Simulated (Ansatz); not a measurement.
A calculation with Ansatz (development build ahead of 0.2.0).

```yaml
crystal:
  periodic: [false, false, false]
  atoms:
    - { symbol: Cl, position_ang: [0.0, 0.0, 0.0] }
    - { symbol: H, position_ang: [2.43253, 0.0, 0.0] }
    - { symbol: H, position_ang: [-1.37524, 0.0, 0.0] }
basis:
  gaussian: { orbitals: "6-31G" }
magnetization:
  initial_magnetization: 1
hamiltonian:
  xc: hf
correlation:
  method: fci
  frozen_orbitals: { Cl: 5, H: 0 }
```

The input is written out in the form of the current development build from the run's settings.

Results

- Converged: yes
- Total energy: -460.58905 hartree
- State: lowest doublet root, of any spatial symmetry
